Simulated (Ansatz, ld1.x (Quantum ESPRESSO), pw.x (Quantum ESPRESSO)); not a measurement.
## pw.x on fcc N: one setting changed

Potential: norm-conserving Troullier–Martins (Kleinman–Bylander form), ld1.x (Quantum ESPRESSO) 7.5, PBEsol; core [He], reference 2s2 2p2.5; waves: 2s (bound): rc 1.00 bohr; 2p (bound): rc 1.70 bohr; 3d channel at -0.2 Ry: rc 1.75 bohr; local part: all-electron potential smoothed inside 0.90 bohr (lloc = -1); core correction: a·sin(br)/r model core inside 0.78 bohr.

The reference run (k-mesh 18³, cutoffs 170/680 Ry, Fermi–Dirac 0.01 Ry, mixing_beta 0.4, conv_thr 1e-9, no spin) gives 1.06 GPa at 7.215 Å³/atom, where all-electron LAPW gives 0.53 GPa. This run, with its own iteration cap, changes nspin = 2 with starting_magnetization to -0.3.

```
&control
  calculation='scf', prefix='x', pseudo_dir='./', outdir='./tmp', tstress=.true., disk_io='none'
/
&system
  ibrav=0, nat=1, ntyp=1, ecutwfc=170, ecutrho=680, nbnd=9,
  occupations='smearing', smearing='fd', degauss=0.01, nspin=2, starting_magnetization(1)=-0.3
/
&electrons
  conv_thr=1e-09, mixing_beta=0.4, electron_maxstep=50
/
ATOMIC_SPECIES
N 1.0 N.UPF
CELL_PARAMETERS angstrom
  0.00000000 1.53368245 1.53368245
  1.53368245 0.00000000 1.53368245
  1.53368245 1.53368245 0.00000000
ATOMIC_POSITIONS crystal
N 0.0000 0.0000 0.0000
K_POINTS automatic
18 18 18 0 0 0
```

```bash
pw.x < N.scf.in > N.scf.out
```

**Question.** How does the run end?

**Answer.** It converges in 8 iterations; the free energy moves by +0.0 meV/atom and the pressure by +0.00 GPa. The result is that of the reference run.

```
Message from routine setup:
     using ibrav=0 with symmetry is DISCOURAGED, use correct ibrav instead
     lattice parameter (alat)  =       4.0987  a.u.
     unit-cell volume          =      48.6892 (a.u.)^3
     number of electrons       =         5.00
     number of Kohn-Sham states=            9
     kinetic-energy cutoff     =     170.0000  Ry
     charge density cutoff     =     680.0000  Ry
     scf convergence threshold =      1.0E-09
     Exchange-correlation= PBESOL
     atomic species   magnetization
     number of k points=   195  Fermi-Dirac smearing, width (Ry)=  0.0100
     iteration #  1     ecut=   170.00 Ry     beta= 0.40
     total energy              =     -19.51229756 Ry
     estimated scf accuracy    <       0.03981559 Ry
     total magnetization       =    -0.73 Bohr mag/cell
     absolute magnetization    =     0.73 Bohr mag/cell
     iteration #  2     ecut=   170.00 Ry     beta= 0.40
     total energy              =     -19.51937119 Ry
     estimated scf accuracy    <       0.01083179 Ry
     total magnetization       =    -0.61 Bohr mag/cell
     absolute magnetization    =     0.61 Bohr mag/cell
     iteration #  3     ecut=   170.00 Ry     beta= 0.40
     total energy              =     -19.52112334 Ry
     estimated scf accuracy    <       0.00150086 Ry
     total magnetization       =    -0.43 Bohr mag/cell
     absolute magnetization    =     0.43 Bohr mag/cell
     [... 2 iterations left out ...]
     iteration #  6     ecut=   170.00 Ry     beta= 0.40
     total energy              =     -19.53008797 Ry
     estimated scf accuracy    <       0.00000023 Ry
     total magnetization       =     0.00 Bohr mag/cell
     absolute magnetization    =     0.00 Bohr mag/cell
     iteration #  7     ecut=   170.00 Ry     beta= 0.40
     total energy              =     -19.53008902 Ry
     estimated scf accuracy    <       0.00000009 Ry
     total magnetization       =    -0.00 Bohr mag/cell
     absolute magnetization    =     0.00 Bohr mag/cell
     iteration #  8     ecut=   170.00 Ry     beta= 0.40
     the Fermi energy is     9.0585 ev
!    total energy              =     -19.53008955 Ry
     estimated scf accuracy    <          9.3E-10 Ry
     smearing contrib. (-TS)   =      -0.00295580 Ry
     The total energy is F=E-TS. E is the sum of the following terms:
     one-electron contribution =       3.39706999 Ry
     hartree contribution      =       1.58382455 Ry
     xc contribution           =      -4.73368937 Ry
     ewald contribution        =     -19.77433892 Ry
     total magnetization       =    -0.00 Bohr mag/cell
     absolute magnetization    =     0.00 Bohr mag/cell
     convergence has been achieved in   8 iterations
          total   stress  (Ry/bohr**3)                   (kbar)     P=       10.61
     Message from routine punch:
     Nothing written, as per user request (disk_io='none')
```

The run took about 84 s on one core of a shared host (Neoverse-V1, 32 threads, 247 GiB, load 8).
